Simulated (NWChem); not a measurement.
# Correlation energy of allene (C3H4)

```xyz
7

C      0.0000     0.0000     1.3078
C      0.0000     0.0000     0.0000
C      0.0000     0.0000    -1.3078
H      0.0000    -0.9368     1.8749
H      0.0000     0.9368     1.8749
H      0.9368     0.0000    -1.8749
H     -0.9368     0.0000    -1.8749
```
Charge 0, spin multiplicity 1.

Everything below was run with NWChem. All single points use one geometry, from PBE0/def2-SVP, a minimum by its harmonic frequencies.

Basis set: def2-SVP. Each correlation energy counts from its own Hartree-Fock reference.

The correlated methods keep 3 core orbitals frozen. Coupled-cluster values serve here as a point of comparison, not as the truth.

| method | correlation energy (mHa) |
|---|---|
| MP2 | … |
| SCS-MP2 | -391.1 |
| CR-CCSD[T] | … |
| CR-CCSD(T) | … |
| CCSD | … |
| CCSD+T(CCSD) | -443.7 |
| CCSD(T) | -443.0 |

Complete the blanks.


- MP2, correlation energy (mHa): -391.9
- CR-CCSD[T], correlation energy (mHa): -439.7
- CR-CCSD(T), correlation energy (mHa): -439.2
- CCSD, correlation energy (mHa): -426.5
